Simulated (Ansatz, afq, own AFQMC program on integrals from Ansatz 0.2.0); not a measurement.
NH$_{2}$O, quartet: AFQMC among the cluster methods

```yaml
atoms:
  - { symbol: O, position_ang: [-1.1404, -0.0292, 0.0000] }
  - { symbol: H, position_ang: [-1.3897, 0.8974, 0.0000] }
  - { symbol: H, position_ang: [-0.1808, -0.0292, 0.0000] }
  - { symbol: N, position_ang: [1.4156, -0.0292, 0.0000] }
```

Connectivity, by distances: OH2 ··· N.

Basis cc-pVTZ. Noble-gas cores (and the filled d shells of Ga–Kr and In–Xe) are frozen. Integrals, coupled cluster, full CI and functionals: Ansatz 0.2.0; the random walks run on the same integrals in our own AFQMC program. The CISD trial takes its coefficients from CCSD amplitudes. Released means that phaseless walkers are propagated on without the constraint, phases kept. Uncertainties: one standard error, sampling alone.

Determinant: UHF, the one that the program's search chose, which needn't be the lowest solution. The geometry is a point of a scan.

No full CI on the walks' own integrals is used here; CCSDT(Q) serves as the reference and is uncertain by about the last step of the cluster series.

Cautions: lower spins were not checked.

* T1 diagnostic: 0.0096
* weight of the determinant in the CISD state: 0.905
* ⟨S²⟩ of the determinant: 3.758
* size of the correlated space: 13 electrons in 86 orbitals

Reference: CCSDT(Q), correlation energy -10.790 eV. The released energy is read at 1.62 1/Eh, later times being too noisy (meV from the phaseless value at times in 1/Eh: -11 ± 4 at 0.24, -10 ± 6 at 0.51, -14 ± 6 at 0.99, 0 ± 8 at 1.62, -1 ± 12 at 2.40).

```tsv
level	E − E(reference) (mEh)	share of correlation (%)
HF	396.54	0.00
MP2	32.94	91.69
CCSD	11.78	97.03
CCSD(T)	0.91	99.77
CCSDT	0.44	99.89
ph-AFQMC/CISD	0.29 ± 0.18	99.93
released AFQMC	0.31 ± 0.31	99.92
```

A walk keeps the symmetry of its determinant, which the program's search chose and which needn't be the lowest solution, so a lower state of the same spin and another symmetry isn't excluded. Released energies are given only where the last usable release times agree within the noise; a slower fall can still hide under it.
